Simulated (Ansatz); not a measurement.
The input, for Ansatz 0.2.0:

```yaml
crystal:
  periodic: [false, false, false]
  atoms:
    - {symbol: Hf, position_ang: [0.000000, 0.000000, 0.116600]}
    - {symbol: O, position_ang: [0.000000, 0.000000, -2.584900]}
    - {symbol: Cl, position_ang: [0.000000, 0.000000, 2.468300]}
basis:
  gaussian: {orbitals: def2-SVP}
magnetization: {spin_polarized: false, initial_magnetization: 3}
correlation: {method: ccsdt_q, electrons: outside_noble_gas}
```

```sh
$ ansatz run in.yaml --threads 2 --pin off --events-out ev --progress --plain --max-ram 24576MiB --backend cuda --devices 0, --max-vram 18GiB
```

Output:

```
1098 factors; integrals over basis functions are off by at most 2.1e-7 eV
mean field evaluation 1: about -15821.8701 eV, gradient 2.7e1 eV
mean field evaluation 2: about -15821.9231 eV, gradient 2.8e1 eV
mean field evaluation 4: about -15825.0401 eV, gradient 1.1e1 eV
mean field evaluation 8: about -15825.5081 eV, gradient 1.7e0 eV
mean field evaluation 16: about -15825.5293 eV, gradient 2.5e-6 eV
mean field evaluation 32: about -15825.5297 eV, gradient 2.0e-3 eV
mean field evaluation 64: about -15825.5294 eV, gradient 1.0e-1 eV
mean field evaluation 96: about -15825.5298 eV, gradient 4.4e-2 eV
mean field evaluation 128: about -15824.4868 eV, gradient 8.6e0 eV
mean field evaluation 160: about -15825.5671 eV, gradient 9.8e-1 eV
...
cycle  38  -9.82119015 eV  change   -4.0e-6 eV  update   1.3e-5
cycle  39  -9.82119375 eV  change   -3.6e-6 eV  update   1.1e-5
cycle  40  -9.82119514 eV  change   -1.4e-6 eV  update   9.1e-6
cycle  41  -9.82119761 eV  change   -2.5e-6 eV  update   6.6e-6
cycle  42  -9.82120028 eV  change   -2.7e-6 eV  update   5.3e-6
cycle  43  -9.82120091 eV  change   -6.3e-7 eV  update   4.0e-6
cycle  44  -9.82120192 eV  change   -1.0e-6 eV  update   3.2e-6
cycle  45  -9.82120190 eV  change    1.5e-8 eV  update   2.9e-6
cycle  46  -9.82120236 eV  change   -4.6e-7 eV  update   2.2e-6
cycle  47  -9.82120170 eV  change    6.6e-7 eV  update   1.8e-6
perturbative correction -0.02295640 eV, -0.0008436322 hartree
Total energy: -15835.37384670 eV, -581.9392552644 hartree
```

Ran on 2 threads of AMD EPYC 7R13 with a shared H100 80 GB, shared host: 65 s wall, 0.96 GiB peak host memory.
